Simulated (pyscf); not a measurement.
Single points on ωB97X-D3(BJ)/def2-SVP structures (PySCF, gas phase).

Problem. For `[F][SiH2][O][SiH3]` + `[FH]` -> `[F][SiH2][O][SiH2][F]` + `[H][H]`, a four-centre exchange (singlet surface; H–Si, F–H broken, F–Si, H–H formed), PBE/def2-TZVP gives ΔE‡ = 21.4 kcal/mol and ΔE = -31.6 kcal/mol (zero: the separated reactants). In which direction and how far do PBE0-D3(BJ)/def2-TZVP, M06-2X/def2-TZVP, ωB97M-D3(BJ)/def2-TZVP move these?

Solution. PBE0-D3(BJ): ΔE‡ = 25.3 kcal/mol, ΔE = -30.8 kcal/mol; M06-2X: ΔE‡ = 28.1 kcal/mol, ΔE = -34.7 kcal/mol; ωB97M-D3(BJ): ΔE‡ = 26.8 kcal/mol, ΔE = -32.6 kcal/mol. PBE's barrier lies under all of them, by 4.0 to 6.7 kcal/mol. Its reaction energy lies among theirs. Low barriers are usual for a GGA, whose delocalisation error favours stretched bonds. On the reactant side the descent ends in a complex (not fully relaxed), 5.0 kcal/mol under the separated species and 32.1 kcal/mol under the saddle at ωB97X-D3(BJ)/def2-TZVP. The same reactants have a lower exit, to F–SiH₂–F + HO–SiH₃ (barrier +12.9 kcal/mol at ωB97M-D3(BJ), against +26.8 kcal/mol here). One saddle was located; it need not be the lowest between these sides.
